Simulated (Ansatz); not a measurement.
## Counterpoise correction, worked out

The pair of HF (SMILES F, atoms 1–2) and C₂H₄ (SMILES C=C, atoms 3–8), both closed shells, in one local arrangement (a lower one may exist), relaxed at PBE0-D4/def2-TZVP:

```
8
angstrom
F 1.0519 -0.5442 -2.0750
H 0.6420 -0.3316 -1.2649
C -0.8090 0.3766 0.2252
C 0.2469 -0.0860 0.8831
H -1.6468 -0.2643 -0.0280
H -0.8796 1.4158 -0.0779
H 1.0809 0.5568 1.1437
H 0.3137 -1.1232 1.1936
```

Computed with Ansatz 0.2.0 (basis: def2-TZVPPD); correlated methods freeze the cores.

CCSD(T) total energies in eV:

| system | geometry | basis functions | energy |
| --- | --- | --- | --- |
| pair | pair | all | -4865.31219 |
| HF | as in the pair | all (partner as ghosts) | -2730.61914 |
| C₂H₄ | as in the pair | all (partner as ghosts) | -2134.51393 |
| HF | as in the pair | its own | -2730.60822 |
| C₂H₄ | as in the pair | its own | -2134.49831 |
| HF | free (PBE0-D4 minimum) | its own | -2730.61345 |
| C₂H₄ | free (PBE0-D4 minimum) | its own | -2134.49514 |

(1) Work out the interaction energy with and without the counterpoise correction, the superposition error, and the binding energy from the relaxed fragments.

The T1 diagnostic stays at or below 0.011.

Answers

(1) Without correction: -4865.31219 − (-2730.60822) − (-2134.49831) = -0.20566 eV.
With correction (each fragment in the whole basis): -4865.31219 − (-2730.61914) − (-2134.51393) = -0.17912 eV = -4.13 kcal/mol.
The superposition error is the difference, 0.02654 eV, 13 % of the uncorrected value: each fragment borrows its partner's functions.
Deformation from the free shapes: 0.00523 eV for HF and -0.00317 eV for C₂H₄ (a small negative value is possible, since the free shapes are minima of another method).
Binding energy from relaxed fragments: -0.17912 + 0.00523 + (-0.00317) = -0.17706 eV = -4.08 kcal/mol (electronic, without zero-point energy; negative means bound). For comparison, the corrected interaction energy by CCSD(T) at an estimated basis limit (MP2 extrapolated from triple and quadruple zeta, plus CCSD(T) − MP2 in triple zeta) is -0.196 eV; triple zeta with the correction binds less.

For scale, one of the runs: CCSD(T)/def2-TZVPPD, 199 basis functions, launched by `ansatz run in.yaml --threads 2 --pin off --events-out ev --progress --plain --max-ram 5222MiB`. The run took 55 s on 2 CPU threads (shared host), with 2.5 GiB of host memory at its peak.
